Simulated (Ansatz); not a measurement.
A calculation with Ansatz (development build ahead of 0.2.0).

```yaml
crystal:
  periodic: [false, false, false]
  atoms:
    - { symbol: C, position_ang: [0.0, 0.0, 0.58537] }
    - { symbol: O, position_ang: [0.0, 0.0, -0.58537] }
basis:
  gaussian: { orbitals: cc-pVDZ }
total_charge: 1
magnetization:
  initial_magnetization: 1
hamiltonian:
  xc: hf
correlation:
  method: ccsd_t
  frozen_orbitals: { C: 1, O: 1 }
```

The input is written out in the form of the current development build from the run's settings. Correlation on restricted open-shell orbitals is semicanonical, with singles.

Output:

```
Converged                       : yes
Reference energy                : -112.24336 hartree
CCSD correlation energy         : -0.29482 hartree
Triples correction              : -0.01427 hartree
Total energy                    : -112.55245 hartree
Spin squared of the determinant : 0.750
```
